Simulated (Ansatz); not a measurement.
Ideal-gas functions of `CN=C=C=N` at 600 K and 1 bar, from an Ansatz frequency run at PBE0-D4/def2-TZVP.

Molar mass 68.08 g/mol, point group Cs (symmetry number 1), electronic degeneracy 1, moments of inertia 11.814, 216.563, 225.274 u Å². Harmonic wavenumbers (cm⁻¹, unscaled): 139, 148, 252, 285, 494, 558, 761, 832, 1107, 1108, 1148, 1173, 1417, 1470, 1479, 1790, 2222, 3032, 3117, 3121, 3414.

Use S(trans) = R[1.5 ln M + 2.5 ln T − 1.1517]; rotational temperatures θ = 24.2544 K / I; S(rot) = R[ln(√π/σ · √(T³/θAθBθC)) + 1.5]; for each mode x = 1.438777 ν̃/T, S = R[x/(eˣ − 1) − ln(1 − e⁻ˣ)] and H = RT x/(eˣ − 1); 1 cm⁻¹ = 0.0119627 kJ/mol; R = 8.31446 J/(mol·K).

Task: By hand: the entropy, in J/(mol·K).

Result: Translation 176.0. Rotation: θ = 2.053, 0.112, 0.1077 K, giving 112.4. Vibration, mode by mode: 17.49, 16.97, 12.63, 11.64, 7.38, 6.49, 4.38, 3.83, 2.28, 2.27, 2.11, 2.01, 1.26, 1.14, 1.12, 0.61, 0.26, 0.05, 0.04, 0.04, 0.02, in all 94.0. Electronic 0.0. Sum 382.4 J/(mol·K).

Task: By hand: H − E and G − E in kJ/mol, counted from the electronic energy.

Result: Zero-point energy ½ × 29067 × 0.0119627 = 173.9; thermal vibration 29.7; translation, rotation and pV give 4 RT = 20.0. H − E = 223.6 kJ/mol, and G − E = 223.6 − 600 × 382.4/1000 = -5.8 kJ/mol.

Vibration gives 25 % of the entropy, 34.5 J/(mol·K) of it from the modes under 150 cm⁻¹: soft modes count most, and the harmonic formula is weakest for them. The sum counts one conformer and one mirror image; others add a mixing term.
